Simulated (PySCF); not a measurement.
## Atomic charges against the basis set

Species: CCl3F.
Structure used (PBE0-D3(BJ)/def2-SVP), in Å, numbered top down from 1:
```
atom  x, y, z in Å
F1    -0.996    0.975   -0.124
C2    -0.052    0.051   -0.007
Cl3    0.609    0.127    1.630
Cl4   -0.774   -1.534   -0.303
Cl5    1.213    0.381   -1.195
```

PBE0 throughout (PySCF), one geometry, spherical d and f functions. Isolated species at its PBE0-D3(BJ)/def2-SVP geometry, gas phase. Atoms taken as equivalent share a column and are averaged.

Mulliken charges (e):

| basis | functions | F1 | C2 | Cl3/Cl4/Cl5 |
| --- | --- | --- | --- | --- |
| STO-3G | 37 | -0.008 | +0.186 | -0.059 |
| 6-31G | 57 | -0.211 | -0.406 | +0.206 |
| pcSseg-0 | 57 | -0.256 | -0.224 | +0.160 |
| 6-31G* | 82 | -0.228 | -0.005 | +0.078 |
| def2-SVP | 82 | -0.131 | +0.233 | -0.034 |
| cc-pVDZ | 82 | -0.103 | +0.010 | +0.031 |
| pcSseg-1 | 106 | -0.201 | +0.116 | +0.029 |
| aug-cc-pVDZ | 127 | -0.264 | -0.262 | +0.175 |
| 6-311+G(2d,p) | 159 | -0.105 | -0.001 | +0.035 |
| cc-pVTZ | 162 | -0.103 | +0.235 | -0.044 |
| def2-TZVP | 173 | -0.100 | +0.199 | -0.033 |
| IGLO-III | 202 | -0.126 | -0.250 | +0.125 |

IAO charges (e):

| basis | functions | F1 | C2 | Cl3/Cl4/Cl5 |
| --- | --- | --- | --- | --- |
| STO-3G | 37 | -0.041 | +0.075 | -0.011 |
| 6-31G | 57 | -0.204 | +0.179 | +0.008 |
| pcSseg-0 | 57 | -0.190 | +0.172 | +0.006 |
| 6-31G* | 82 | -0.224 | +0.254 | -0.010 |
| def2-SVP | 82 | -0.231 | +0.270 | -0.013 |
| cc-pVDZ | 82 | -0.226 | +0.273 | -0.015 |
| pcSseg-1 | 106 | -0.233 | +0.262 | -0.010 |
| aug-cc-pVDZ | 127 | -0.240 | +0.280 | -0.013 |
| 6-311+G(2d,p) | 159 | -0.242 | +0.269 | -0.009 |
| cc-pVTZ | 162 | -0.241 | +0.281 | -0.013 |
| def2-TZVP | 173 | -0.244 | +0.276 | -0.011 |
| IGLO-III | 202 | -0.245 | +0.264 | -0.006 |

**Question.** Which scheme is steadiest as the basis changes?

**Answer.** Largest range over the bases for any column: IAO 0.21 e, Mulliken 0.64 e. IAO charges move least and Mulliken charges most, counted in e. Without the minimal STO-3G basis the ranges are IAO 0.11, Mulliken 0.64 e.

**Question.** How much do the charges still move between the two largest bases, def2-TZVP and IGLO-III?

**Answer.** At most, over all atoms: Mulliken 0.449 e, IAO 0.012 e.

**Question.** What do the same runs give for the total energy, the frontier levels and the dipole moment?

**Answer.** 
```
        basis  energy (Eh)  HOMO (eV)  LUMO (eV)  μ (D)
       STO-3G   -1501.0615      -7.76       1.43   1.09
        6-31G   -1517.7709      -9.38      -1.39   0.41
     pcSseg-0   -1516.0070      -9.51      -1.27   0.32
       6-31G*   -1517.8714      -9.12      -1.25   0.18
     def2-SVP   -1517.3959      -8.99      -0.60   0.30
      cc-pVDZ   -1517.9589      -9.05      -1.03   0.23
     pcSseg-1   -1517.8637      -9.26      -1.32   0.36
  aug-cc-pVDZ   -1517.9802      -9.18      -1.37   0.31
6-311+G(2d,p)   -1518.0207      -9.17      -1.46   0.37
      cc-pVTZ   -1518.0533      -9.12      -1.19   0.25
    def2-TZVP   -1518.0414      -9.12      -1.22   0.31
     IGLO-III   -1518.0286      -9.02      -1.16   0.42
```

The dipole is fixed by the density alone, so its range of 0.91 D shows that the density itself changes with the basis, not only its division among atoms.
